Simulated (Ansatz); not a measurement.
# CHF₂+ (SMILES F[CH+]F): functionals against CCSD(T) at one geometry

An exercise on one series of results from a longer session: the logs are not shown, and one member is left open.

Method: single points in def2-TZVPP; program: Ansatz 0.2.0, Gaussian basis.

Correlated methods freeze the cores.

## Starting geometry

4 atoms, charge 1, spin multiplicity 1.

Atoms are counted from 1 here; the program's logs count them from 0.

Bond lengths: F1–C2 1.258 Å, C2–F3 1.235 Å, C2–H4 1.077 Å. Angles: F1–C2–F3 115.4°, F1–C2–H4 123.0°, F3–C2–H4 121.4°.

Geometry (Å):

```
F    -1.0866    0.5508   -0.1329
C     0.0560    0.0409   -0.0065
F     0.1050   -1.1866   -0.1317
H     0.9246    0.6117    0.2766
```

Set-up of the first run:

File run/in.yaml:

```yaml
crystal:
  periodic: [false, false, false]
  atoms:
    - {symbol: F, position_ang: [-1.086600, 0.550800, -0.132900]}
    - {symbol: C, position_ang: [0.056000, 0.040900, -0.006500]}
    - {symbol: F, position_ang: [0.105000, -1.186600, -0.131700]}
    - {symbol: H, position_ang: [0.924600, 0.611700, 0.276600]}
basis:
  gaussian: {orbitals: def2-TZVPP}
total_charge: 1
correlation: {method: ccsd_t}
output: {forces: true}
```

No record of the launch command was kept for these runs.

Steps of the session up to this table: CCSD(T)/def2-TZVPP; PBE0-D4/def2-TZVPP; wB97M-V/def2-TZVPP; r2SCAN-D4/def2-TZVPP; PBE-D4/def2-TZVPP; CAM-B3LYP-D4/def2-TZVPP; BHLYP-D4/def2-TZVPP.

One table of the session follows, with a row left open; its other results are not shown here.

```
      method  RMS force component (eV/Å)  angle to CCSD(T) forces (°)
     CCSD(T)                       0.847                    reference
     PBE0-D4                       1.011                          7.4
     wB97M-V                       0.865                          2.9
   r2SCAN-D4                           ?                            ?
      PBE-D4                       0.695                         27.3
CAM-B3LYP-D4                       0.970                          6.8
    BHLYP-D4                       1.259                         18.3
```

Q: Estimate the row for r2SCAN-D4 from the others.

The run gave: RMS force component (eV/Å): 0.811; angle to CCSD(T) forces (°): 4.1. In the column «RMS force component (eV/Å)» it lies between PBE-D4 (0.695) and CCSD(T) (0.847).
